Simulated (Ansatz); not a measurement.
# PS radical: geometry and frequencies at several levels

The task here is to estimate one member of a computed series from the others.

Method: the levels named in each step, in Ansatz 0.2.0.

### The starting structure

Bond lengths: P1–S2 1.915 Å.

Coordinates:

```xyz
2

P     0.0000    0.0000    0.0000
S     0.0000    0.0000    1.9150
```

The first run:

Contents of input.yaml:

```yaml
crystal:
  periodic: [false, false, false]
  atoms:
    - { symbol: P, position_ang: [0.0, 0.0, 0.0116297] }
    - { symbol: S, position_ang: [0.0, 0.0, 1.9033403] }
magnetization:
  spin_polarized: true
  initial_magnetization: 1
basis:
  gaussian: { orbitals: def2-TZVPP }
hamiltonian:
  xc: pbe0
  dispersion: d4
phonons: {}
```

Command:

```bash
ansatz run input.yaml --threads 2 --pin off --max-ram 5120MiB --backend cpu --events-out ev --progress --plain --runs-dir out
```

Among the steps run: Frequencies, PBE0-D4/def2-TZVPP; Relaxation, PBE-D4/def2-TZVPP; Frequencies, PBE-D4/def2-TZVPP; Relaxation, r2SCAN-D4/def2-TZVPP; Frequencies, r2SCAN-D4/def2-TZVPP; Relaxation, B3LYP-D4/def2-TZVPP; Frequencies, B3LYP-D4/def2-TZVPP; Relaxation, B2PLYP/def2-TZVPP.

One table of the session follows, with a row left open; its other results are not shown here.

It belongs to the step «Geometries side by side». 

```
               level  P1–S2 (Å)  rotational constants (MHz)  dipole (D)  highest frequency (cm⁻¹)
  PBE0-D4/def2-TZVPP     1.8917                      8976.6        0.66                       775
   PBE-D4/def2-TZVPP     1.9148                      8761.3        0.56                       729
r2SCAN-D4/def2-TZVPP          ?                           ?           ?                         ?
 B3LYP-D4/def2-TZVPP     1.9030                      8870.7        0.69                       748
   B2PLYP/def2-TZVPP     1.9055                        8847        0.63                         -
```

Estimate the missing values for r2SCAN-D4/def2-TZVPP.

As computed: P1–S2 (Å): 1.9002; rotational constants (MHz): 8896.8; dipole (D): 0.59; highest frequency (cm⁻¹): 756. In the column «P1–S2 (Å)» it lies between PBE0-D4/def2-TZVPP (1.8917) and B3LYP-D4/def2-TZVPP (1.9030).
